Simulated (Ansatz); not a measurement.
**Worked example: correlation energy of O2, singlet**

Geometry: that of the O2, triplet, kept fixed. The triplet lies 1.2 eV lower here.

```xyz
2

O     0.0000    0.0000    0.0000
O     0.0000    0.0000    1.1928
```

Basis 6-31G; Ansatz 0.2.0. Correlated methods freeze the noble-gas cores, which leaves 12 electrons in 16 orbitals. R marks a restricted (for open shells ROHF) determinant.

Full CI is exact within this basis and frozen core; it isn't the basis-set limit.

The determinant fills πx and πy unequally, so it is a mixture of Σ and Δ, which weighs on every level built on one determinant.

Runs differ by some tens of microhartree through their thresholds, so steps under 0.03 kcal/mol mean nothing.

| level | total energy (hartree) |
| --- | --- |
| RHF | -149.461720 |
| RMP2 | -149.727537 |
| RCCSD | -149.722339 |
| RCCSD(T) | -149.731240 |
| RCCSDT* | -149.736112 |
| RCCSDT(Q)* | -149.742219 |
| RCCSDTQ* | -149.740538 |
| full CI | -149.740975 |

Question: What is the correlation energy at full CI, and what share of it do RMP2 and RCCSD(T) recover?

Answer: E(corr) = -149.740975 − (-149.461720) = -0.279255 hartree = -7.599 eV. RMP2: -0.265817 / -0.279255 = 95.19 %. RCCSD(T): -0.269520 / -0.279255 = 96.51 %.

Question: By how many kcal/mol does RCCSD(T) miss full CI (1 hartree = 627.509 kcal/mol), and which steps make up the rest?

Answer: -149.731240 − (-149.740975) = 0.009735 hartree = 6.11 kcal/mol. Steps: RCCSDT − RCCSD(T) = -3.06, RCCSDT(Q) − RCCSDT = -3.83, RCCSDTQ − RCCSDT(Q) = 1.05, full CI − RCCSDTQ = -0.27 kcal/mol. With more than one leading determinant such errors change with state and geometry, and needn't cancel in differences.

An asterisk marks runs whose energy the program itself flagged as in doubt.
